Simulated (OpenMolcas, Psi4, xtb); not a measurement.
## C4H8 (isobutene): methods side by side

The species is C4H8 (12 atoms), meant as a singlet with charge 0. As SMILES, `C=C(C)C`. Geometry: relaxed at PBE0-D4/def2-TZVP.

Each level gives the dipole moment (D). The values are calculated.

**What was measured.** NIST CCCBDB gives the dipole moment of the gas as 0.50 D.

| level | kind | program | value (D) | computed − measured |
| --- | --- | --- | --- | --- |
| GFN0-xTB | semi-empirical | xtb | 0.96 | +0.46 |
| HF/6-31G* (spherical functions) | Hartree–Fock | OpenMolcas | 0.46 | -0.04 |
| SVWN5/6-31G* (spherical functions) | LDA | OpenMolcas | 0.60 | +0.10 |
| BLYP/6-31G* (spherical functions) | GGA | Psi4 | 0.53 | +0.03 |
| M06-L/6-31G* (spherical functions) | meta-GGA | OpenMolcas | 0.57 | +0.07 |
| B3LYP/6-31G* (spherical functions) | global hybrid | OpenMolcas | 0.52 | +0.02 |
| M06-2X/6-31G* (spherical functions) | hybrid meta-GGA | OpenMolcas | 0.49 | -0.01 |

Nearest: M06-2X/6-31G* (spherical functions) (-0.01 D); farthest: GFN0-xTB (+0.46 D). The measured dipole is a vibrational average, so differences of a few hundredths of a debye mean little. Computed less measured by kind, in D (6-31G* rows): semi-empirical +0.46; Hartree–Fock -0.04; LDA +0.10; GGA +0.03; meta-GGA +0.07; global hybrid -0.01 to +0.02. Magnitudes only: a small dipole may point the other way at some levels.
